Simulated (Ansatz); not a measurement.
**C₂H₃S+ (SMILES [CH+]1CS1): single points off equilibrium**

The task here is to estimate one member of a computed series from the others.

The runs use Ansatz 0.2.0, Gaussian basis; single points in def2-TZVPP.

Correlated methods freeze the cores.

## The starting structure

SMILES `[CH+]1CS1`, 6 atoms, charge 1, spin multiplicity 1.

Atoms are counted from 1 here; the program's logs count them from 0.

Bond lengths: C1–C2 1.561 Å, C1–S3 1.609 Å, C1–H4 1.087 Å, C2–S3 1.955 Å, C2–H5 1.053 Å, C2–H6 1.165 Å. Angles: C2–C1–S3 76.1°, C2–C1–H4 134.5°, S3–C1–H4 146.5°, C1–C2–S3 53.0°, C1–C2–H5 124.2°, C1–C2–H6 103.8°, S3–C2–H5 112.6°, S3–C2–H6 105.4°, H5–C2–H6 130.4°, C1–S3–C2 50.8°.

Coordinates:

```xyz
6
charge 1, multiplicity 1
C    -0.3785   -0.7162   -0.1635
C     0.2384    0.6999    0.0617
S     0.7220   -0.9537    0.9864
H    -0.9849   -1.1678   -0.9440
H     1.0339    1.0953   -0.5040
H    -0.5305    1.2309    0.7576
```

Set-up of the first run:

Contents of run/in.yaml:

```yaml
crystal:
  periodic: [false, false, false]
  atoms:
    - {symbol: C, position_ang: [-0.378500, -0.716200, -0.163500]}
    - {symbol: C, position_ang: [0.238400, 0.699900, 0.061700]}
    - {symbol: S, position_ang: [0.722000, -0.953700, 0.986400]}
    - {symbol: H, position_ang: [-0.984900, -1.167800, -0.944000]}
    - {symbol: H, position_ang: [1.033900, 1.095300, -0.504000]}
    - {symbol: H, position_ang: [-0.530500, 1.230900, 0.757600]}
basis:
  gaussian: {orbitals: def2-TZVPP}
total_charge: 1
correlation: {method: ccsd_t}
output: {forces: true}
```

No record of the launch command was kept for these runs.

Among the steps run: CCSD(T)/def2-TZVPP; PBE0-D4/def2-TZVPP; wB97M-V/def2-TZVPP; r2SCAN-D4/def2-TZVPP; PBE-D4/def2-TZVPP; wB97X-V/def2-TZVPP; SPW92/def2-TZVPP.

One table of the session follows, with a row left open; its other results are not shown here.

| method | RMS force component (eV/Å) | angle to CCSD(T) forces (°) |
| --- | --- | --- |
| CCSD(T) | 1.591 | reference |
| PBE0-D4 | 1.758 | 9.9 |
| wB97M-V | 1.721 | 10.3 |
| r2SCAN-D4 | 1.688 | 6.3 |
| PBE-D4 | 1.620 | 6.1 |
| wB97X-V | ? | ? |
| SPW92 | 1.766 | 13.4 |

Estimate the missing values for wB97X-V.

**Answer.** RMS force component (eV/Å): 1.780; angle to CCSD(T) forces (°): 11.9. In the column «RMS force component (eV/Å)» it is the highest.
